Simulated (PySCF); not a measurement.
## C5H8N: g tensor and hyperfine couplings

Compound: C₅H₈N (doublet state).
Cartesian coordinates in Å at the GFN2-xTB level; atoms count from 1:
```xyz
14
C5H8N angstrom
C     -1.2091   -2.5956   -1.0273
N     -0.3734   -1.5493   -0.9067
C     -0.4610   -0.5275   -0.0290
C      0.4395    0.4981    0.0198
C      0.3541    1.5755    0.9417
C      1.2272    2.5923    1.0063
H     -1.0164   -3.3376   -1.7723
H     -2.0536   -2.6701   -0.3739
H      0.4142   -1.5140   -1.5441
H     -1.3008   -0.5634    0.6495
H      1.2691    0.5004   -0.6761
H     -0.4836    1.5522    1.6279
H      2.0720    2.6501    0.3405
H      1.1210    3.3883    1.7216
```

The hyperfine couplings belong to this conformer and change with its torsions.

The species is `C(/N[CH2])=C\C=C` [radical].

The calculation used UKS B3LYP, pcH-1 on C H N, non-relativistic, mean-field spin-orbit, GIAO (PySCF). Isolated species at its GFN2-xTB geometry (one conformer only). A GFN2-xTB geometry isn't a minimum of the functional, and hyperfine couplings can be far from their values at a DFT geometry. Stability of the SCF solution: not tested. ⟨S²⟩ is 0.775 where a pure state has 0.75.

| Quantity | Value |
| --- | --- |
| g1, g2, g3 | 2.00216, 2.00266, 2.00329 |
| g_iso | 2.00270 |
| Form of g | rhombic: the two nearest values differ by 44 % of g3 − g1 |
| ⟨S²⟩ | 0.7751 (exact 0.7500) |
| α and β electrons | 23, 22 |
| Basis functions | 230 |

Isotropic coupling and dipolar principal values T1 to T3, in mT (MHz turned into mT with g_iso):

```csv
atom,isotope,a_iso,T1,T2,T3,Mulliken spin population
C1,13C,2.09,-2.18,-2.14,4.32,0.77
N2,14N,0.05,-0.27,-0.24,0.51,0.08
C3,13C,-0.63,-0.54,0.20,0.34,-0.12
C4,13C,0.81,-0.70,-0.68,1.38,0.24
C5,13C,-0.67,-0.45,0.19,0.26,-0.10
C6,13C,0.66,-0.61,-0.58,1.19,0.23
H7,1H,-1.78,-1.07,0.05,1.02,-0.04
H8,1H,-1.76,-1.06,0.04,1.02,-0.03
H9,1H,-0.36,-0.25,-0.18,0.43,-0.01
H10,1H,0.20,-0.14,-0.12,0.26,0.00
H11,1H,-0.53,-0.22,-0.05,0.27,-0.01
H12,1H,0.18,-0.07,-0.05,0.12,0.00
H13,1H,-0.48,-0.24,-0.02,0.26,-0.01
H14,1H,-0.51,-0.30,0.00,0.30,-0.01
```

The Mulliken spin populations are largest on C1 (+0.77), C4 (+0.24), C6 (+0.23) and C3 (-0.12). Three atoms exceed +0.15. The positive populations add up to 1.33 and the negative ones to -0.33, together 2S = 1. The angles at C1 add up to 360.0°, so it is planar; its axial dipolar tensor and the negative couplings of its protons fit spin in a p orbital normal to that plane.

Axes: g1 is normal to the molecular plane and g2 points within 6° of the C3–C4 bond.

Under fast tumbling the dipolar parts average out, and these isotropic splittings remain (the largest six): 1 × 1H (H7, I = 1/2, 2 lines) with 1.78 mT, 1 × 1H (H8, I = 1/2, 2 lines) with 1.76 mT, 1 × 1H (H11, I = 1/2, 2 lines) with 0.53 mT, 1 × 1H (H14, I = 1/2, 2 lines) with 0.51 mT, 1 × 1H (H13, I = 1/2, 2 lines) with 0.48 mT and 1 × 1H (H9, I = 1/2, 2 lines) with 0.36 mT.

H7 and H8 aren't averaged: C1 is flat or nearly so (angle sum 360°), and its turn about the short C1–N2 bond (1.34 Å) is taken as slow.

The 13C coupling of C1 (58.6 MHz) shows only in satellite lines or after enrichment, since that isotope makes up about 1.07 % of natural carbon.
